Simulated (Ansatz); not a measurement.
Two isomers of C2H3FO: A = `C=C(O)F`, B = `FC1CO1`.

Computed with Ansatz on PBE0-D4/def2-TZVP structures; ΔE is electronic, products minus reactants. CBS: MP2 limit from def2 TZ/QZ plus the TZ coupled-cluster correction, frozen cores. DFT in def2-TZVPP. B3LYP here is the variant with VWN-RPA as its local correlation; programs differ in this. Each species was taken in one conformer, which may not be the lowest.

Problem. Which is lower in electronic energy at CCSD(T)/CBS, and by how much? (Estimate.)

Solution. Computed: A, by 67.2 kJ/mol.

Problem. Give E(B) − E(A) in kJ/mol with CCSD(T)/def2-TZVPP, PBE0-D4, r2SCAN-D4, LDA (SPW92), B3LYP-D4, CCSD/def2-TZVPP, CCSD(T)/def2-SVP. (An estimate is asked.)

Solution. Computed: CCSD(T)/def2-TZVPP 64.5, PBE0-D4 60.5, r2SCAN-D4 65.9, LDA (SPW92) 65.5, B3LYP-D4 73.6, CCSD/def2-TZVPP 64.5, CCSD(T)/def2-SVP 63.1. None reverses the order clearly.

Problem. Does the order hold for the free energy at 298.15 K (harmonic terms from PBE0-D4)? (An estimate is asked.)

Solution. Computed: Yes: G(B) − G(A) = +74.6 kJ/mol, for one conformer each.

Largest T1 diagnostic: 0.012.

In def2-TZVPP, CCSD(T) changes the Hartree–Fock value by −10.3 kJ/mol (the triples alone add −0.0 kJ/mol) and MP2 by −13.6 kJ/mol. Leaving LDA and LC-ωPBE aside and taking each functional with its dispersion term where it has one, the values, not all of them listed here, spread over 20.3 kJ/mol, from ωB97X-V to BLYP-D4. LDA lies +4.2 kJ/mol from PBE without D4.
